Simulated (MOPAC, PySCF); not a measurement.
CH$_{2}$F$_{2}$, SMILES `FCF`, neutral singlet in the gas phase. 

Cartesian coordinates (Å):
```xyz
5

F      1.2541     0.2139    -0.3431
C     -0.0305    -0.0717     0.0071
F     -0.6942     1.0995     0.2130
H     -0.0214    -0.6375     0.9402
H     -0.5079    -0.6042    -0.8172
```
Charge 0, multiplicity 1.

All levels are single points at this geometry (B3LYP-D3(BJ)/def2-TZVP); Pople sets use spherical d functions. Orbital energies aren't observables, and empty levels follow the basis.

B3LYP/3-21G in PySCF gives dipole (D) = 1.86.

Task: Estimate the dipole (D) from each of these levels: B3LYP-D3(BJ)/def2-TZVP in PySCF; PBE-D3(BJ)/def2-TZVP in PySCF; B3LYP/6-311+G** in PySCF; B3LYP/6-31G* in PySCF; BP86/6-31G* in PySCF; M06-2X/6-31G* in PySCF; SVWN5/6-31G* in PySCF; HF/3-21G in PySCF; HF/6-31G* in PySCF; HF/STO-3G in PySCF; PM3 in MOPAC; PM7 in MOPAC.

Result: 
```csv
level,dipole (D)
B3LYP-D3(BJ)/def2-TZVP in PySCF,1.93
PBE-D3(BJ)/def2-TZVP in PySCF,1.77
B3LYP/6-311+G** in PySCF,2.14
B3LYP/6-31G* in PySCF,1.74
BP86/6-31G* in PySCF,1.60
M06-2X/6-31G* in PySCF,1.86
SVWN5/6-31G* in PySCF,1.63
HF/3-21G in PySCF,2.44
HF/6-31G* in PySCF,2.17
HF/STO-3G in PySCF,1.28
PM3 in MOPAC,1.72
PM7 in MOPAC,2.03
```
